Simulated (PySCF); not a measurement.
C3H5N3.
Bonds: C1–N2, N2–C3 (aromatic), C3–N4 (aromatic), N4–C5 (aromatic), C5–N6 (aromatic), N2–N6 (aromatic). Hydrogens: H7, H8, H9 on C1; H10 on C3; H11 on C5.

Computed by this run: PBE0-D3(BJ)/def2-SVP geometry optimisation, gas phase (PySCF 2.14.0); density fitting, grid level 1; the optimiser is geomeTRIC in internal coordinates, started from a GFN2-xTB structure with every atom displaced at random (about 0.01 Å).

Step 0: E = -7647.5228 eV
```
atom  x, y, z in Å  |  force x, y, z in eV/Å
C1     -1.5270   -0.1740   -0.4760   -0.888   1.957  -0.133
N2     -0.1812   -0.0512   -0.0745    1.353  -0.059   0.270
C3      0.5459    1.0438    0.1764    2.478  -0.753   0.877
N4      1.8024    0.6966    0.5750   -2.137   0.310  -0.763
C5      1.7286   -0.6561    0.5166   -0.351   1.374   0.073
N6      0.5682   -1.1295    0.1430   -0.511  -1.096  -0.191
H7     -2.1960   -0.2147    0.3840   -0.242  -0.074   0.306
H8     -1.7963    0.7291   -1.0810    0.044  -0.596   0.318
H9     -1.6642   -1.0455   -1.0641   -0.044  -1.139  -0.771
H10     0.1972    2.0471    0.1025   -0.456   0.854  -0.161
H11     2.5528   -1.2709    0.7850    0.753  -0.777   0.175
```

Step 1: E = -7647.5899 eV
```
atom  x, y, z in Å  |  force x, y, z in eV/Å
C1     -1.5280   -0.1449   -0.4839    0.041  -0.337  -0.056
N2     -0.1154   -0.0644   -0.2132   -0.146   0.141  -0.070
C3      0.5906    1.0438    0.1005   -0.190  -0.248   1.040
N4      1.7274    0.6999    0.6763    0.180   0.142  -0.820
C5      1.7026   -0.6508    0.5845    0.449  -0.118   0.128
N6      0.5952   -1.1573    0.0817   -0.112   0.022  -0.098
H7     -2.0747   -0.2531    0.4675   -0.066   0.030  -0.099
H8     -1.8553    0.7635   -0.9984   -0.050   0.090  -0.054
H9     -1.7407   -1.0262   -1.1104    0.102   0.151   0.043
H10     0.1675    2.0472    0.0374    0.089   0.010  -0.156
H11     2.5612   -1.2829    0.8449   -0.298   0.116   0.142
```

Question: Estimate the geometry and energy of step 2. (The exact step hangs on the optimiser's Hessian estimate; all steps are aligned on step 1, rigid shifts and turns removed.)

Answer: E = -7647.6523 eV, largest force 0.722 eV/Å
```
atom  x, y, z in Å  |  force x, y, z in eV/Å
C1     -1.5421   -0.1553   -0.4834    0.046   0.105  -0.068
N2     -0.1393   -0.0387   -0.1769    0.340  -0.206   0.603
C3      0.5959    1.0463    0.1465   -0.211   0.520  -0.132
N4      1.7851    0.7051    0.5913   -0.296  -0.096   0.087
C5      1.7132   -0.6468    0.5741   -0.005  -0.098  -0.427
N6      0.5726   -1.1328    0.1164    0.107  -0.311   0.014
H7     -2.1290   -0.2828    0.4394   -0.007   0.008  -0.021
H8     -1.8786    0.7476   -1.0091   -0.015   0.006  -0.003
H9     -1.6989   -1.0335   -1.1232    0.066   0.045  -0.008
H10     0.2055    2.0609    0.0617    0.049   0.029  -0.113
H11     2.5459   -1.2953    0.8500   -0.074  -0.003   0.068
```

The energy changes by -0.0625 eV. The first-order estimate −F·Δx gives -0.1491 eV and the mean of the old and new forces, exact on a quadratic surface, -0.0620 eV. The step makes an angle of 56° with the force vector and moves no atom by more than 0.103 Å.

The cost below is that of the whole optimisation. On Arm Neoverse V1, one thread, shared host with 32 logical CPUs at a one-minute load of 17, this took 57 s of wall time and 0.46 GiB of memory at its peak.
